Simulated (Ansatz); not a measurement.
The input, for Ansatz 0.2.0:

```yaml
crystal:
  periodic: [false, false, false]
  atoms:
    - {symbol: Al, position_ang: [-0.000002, 0.400252, 1.116230]}
    - {symbol: C, position_ang: [0.000017, 0.181182, -0.765378]}
    - {symbol: P, position_ang: [-0.000003, 0.268919, -2.452491]}
    - {symbol: H, position_ang: [-0.000011, -0.850353, 2.101639]}
basis:
  gaussian: {orbitals: cc-pVDZ}
total_charge: 1
magnetization: {spin_polarized: true, initial_magnetization: 2}
correlation: {method: ccsdt_q, electrons: outside_noble_gas}
```

```sh
$ ansatz run in.yaml --threads 1 --pin off --events-out ev --progress --plain --max-ram 2393MiB
```

(1) Roughly how long does this take on 1 thread of Arm Neoverse V2, shared host, and how much host memory?

```
1028 factors; integrals over basis functions are off by at most 1.7e-7 eV
mean field evaluation 1: about -16882.7484 eV, gradient 2.8e1 eV
mean field evaluation 2: about -16882.7545 eV, gradient 2.8e1 eV
mean field evaluation 4: about -16889.2856 eV, gradient 4.5e0 eV
mean field evaluation 8: about -16890.3381 eV, gradient 6.7e-1 eV
mean field evaluation 16: about -16890.3678 eV, gradient 3.7e-2 eV
mean field evaluation 32: about -16890.3612 eV, gradient 3.5e-1 eV
mean field evaluation 64: about -16890.2204 eV, gradient 2.6e0 eV
mean field evaluation 96: about -16889.8397 eV, gradient 3.8e0 eV
mean field evaluation 128: about -16889.7510 eV, gradient 2.2e0 eV
mean field evaluation 160: about -16889.0990 eV, gradient 4.8e0 eV
...
cycle  28  -7.90631089 eV  change   -2.5e-5 eV  update   2.6e-5
cycle  29  -7.90632936 eV  change   -1.8e-5 eV  update   2.0e-5
cycle  30  -7.90634867 eV  change   -1.9e-5 eV  update   1.2e-5
cycle  31  -7.90636390 eV  change   -1.5e-5 eV  update   8.1e-6
cycle  32  -7.90637650 eV  change   -1.3e-5 eV  update   5.5e-6
cycle  33  -7.90638312 eV  change   -6.6e-6 eV  update   4.1e-6
cycle  34  -7.90638456 eV  change   -1.4e-6 eV  update   2.7e-6
cycle  35  -7.90638371 eV  change    8.5e-7 eV  update   1.7e-6
cycle  36  -7.90638170 eV  change    2.0e-6 eV  update   1.1e-6
cycle  37  -7.90638133 eV  change    3.7e-7 eV  update   7.1e-7
perturbative correction -0.06107694 eV, -0.0022445361 hartree
Total energy: -16898.46344045 eV, -621.0070772466 hartree
```

Answers

(1) 3.1 min wall and 0.66 GiB.
